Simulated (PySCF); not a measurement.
C₂H₆O, charge +1, multiplicity 2. Atoms are numbered in the order given.

```xyz
9

C     -0.2081    -1.2300     0.0000
C      0.4748     0.0842     0.0000
O     -0.2214     1.2570     0.0000
H      0.5323    -2.0401     0.0000
H     -0.8590    -1.3506    -0.8871
H     -0.8590    -1.3506     0.8871
H      1.2795     0.2201     0.8046
H      1.2795     0.2201    -0.8046
H     -1.2023     1.1196     0.0000
```
Charge +1, spin multiplicity 2.

Coordinates come from a PBE-D3(BJ)/def2-TZVP optimisation. The spin state was assumed, not searched. The values are those of a single conformer.

These are PBE-D3(BJ)/def2-TZVP (PySCF) values and carry that method's errors.

No scaling factor is applied to the harmonic values.

| mode | ν (cm⁻¹) | IR (km/mol) | moving atoms (share of kinetic energy) |
|---|---|---|---|
| 1 | 107 | 1.5 | H 91 % |
| 2 | 368 | 193.9 | H 92 % |
| 3 | 426 | 7.0 | H 39 %, C 36 %, O 25 % |
| 4 | 605 | 1.8 | H 69 %, C 23 % |
| 5 | 888 | 10.3 | H 42 %, C 39 %, O 19 % |
| 6 | 959 | 19.7 | H 64 %, C 35 % |
| 7 | 992 | 13.2 | H 63 %, C 30 % |
| 8 | 1013 | 0.3 | H 95 % |
| 9 | 1039 | 128.0 | H 72 %, C 27 % |
| 10 | 1116 | 209.6 | H 80 %, O 12 %, C 8 % |
| 11 | 1263 | 51.0 | H 55 %, C 32 %, O 13 % |
| 12 | 1284 | 16.3 | H 75 %, C 18 % |
| 13 | 1351 | 14.9 | H 96 % |
| 14 | 1355 | 81.7 | H 58 %, C 40 % |
| 15 | 1400 | 5.9 | H 91 %, C 9 % |
| 16 | 2484 | 67.0 | H 95 % |
| 17 | 2645 | 88.2 | H 93 % |
| 18 | 2921 | 102.8 | H 96 % |
| 19 | 2964 | 11.7 | H 91 %, C 9 % |
| 20 | 3073 | 5.0 | H 91 %, C 9 % |
| 21 | 3493 | 193.9 | H 94 % |
